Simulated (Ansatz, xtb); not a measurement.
Species: hydrogen isocyanide, CHN, net charge 0, singlet state. SMILES: [C-]#[NH+]
Structure (B3LYP-D3(BJ)/def2-TZVP (Ansatz, an electronic-structure program) minimum search):
```
N
C 1 1.1640
H 1 0.9974 2 180.00
```

Harmonic wavenumbers from GFN2-xTB (xtb, at its own minimum), cm⁻¹: 594, 594, 2180, 3545.

Give the harmonic wavenumbers at B3LYP-D3(BJ)/def2-TZVP (Ansatz, finite differences of forces, unscaled).

461, 461, 2108, 3796 cm⁻¹. Zero-point energy 9.8 kcal/mol.

From these and the geometry, give the ideal-gas thermochemistry at 298.15 K and 1 atm (rigid rotor, harmonic oscillator).

Point group C∞v, rotational symmetry number 1. Rotational constants 45.75, 45.75 GHz. S(trans) 35.82, S(rot) 11.75, S(vib) 1.53, S(elec, spin only) 0.00, S 49.1 cal/(mol K). H(298) - H(0) 2.39 kcal/mol; G - E(el) -2.5 kcal/mol.
